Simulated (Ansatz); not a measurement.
# Al2B (sextet): from Hartree-Fock to the top rungs, def2-TZVPP

An exercise on one series of results from a longer session: the logs are not shown, and one member is left open.

Computed with Ansatz 0.2.0, Gaussian basis. Level: def2-TZVPP, core rule «outside noble gas», up to 11 orbitals frozen.

To be run: UHF; ROHF; CCSD(T) on UHF.

**The system**

The geometry is a PBE0/def2-TZVP stationary point (not a proven minimum) of the parent state, kept for this charge and spin.

3 atoms, charge 0, spin multiplicity 6.

Atoms are counted from 1 here; the program's logs count them from 0.

Bond lengths: Al1–Al2 2.726 Å, Al2–B3 2.006 Å. Angles: Al1–Al2–B3 180.0°.

Set-up of the first run:

File in.yaml:

```yaml
crystal:
  periodic: [false, false, false]
  atoms:
    - {symbol: Al, position_ang: [0.000000, 0.000000, 2.486400]}
    - {symbol: Al, position_ang: [0.000000, 0.000000, -0.240000]}
    - {symbol: B, position_ang: [0.000000, 0.000000, -2.246400]}
basis:
  gaussian: {orbitals: def2-TZVPP}
magnetization: {spin_polarized: true, initial_magnetization: 5}
hamiltonian: {xc: hf}
output: {orbitals: {seedname: orbitals}}
```

Launch:

```sh
> ansatz run in.yaml --threads 1 --pin off --events-out ev --progress --plain --max-ram 2816MiB --backend cpu
```

Steps of the session up to this table: UHF; ROHF; CCSD(T) on UHF.

One table of the session follows, with a row left open; its other results are not shown here.

```
  method  from UCCSD(T) (meV)
    ROHF              +5076.8
     UHF              +4939.6
    UMP2              +1212.0
   UCCSD                    ?
UCCSD(T)                    0
```

Q: Estimate the row for UCCSD from the others.

**Answer.** from UCCSD(T) (meV): +308.8. In the column «from UCCSD(T) (meV)» it lies between UCCSD(T) (0) and UMP2 (+1212.0).
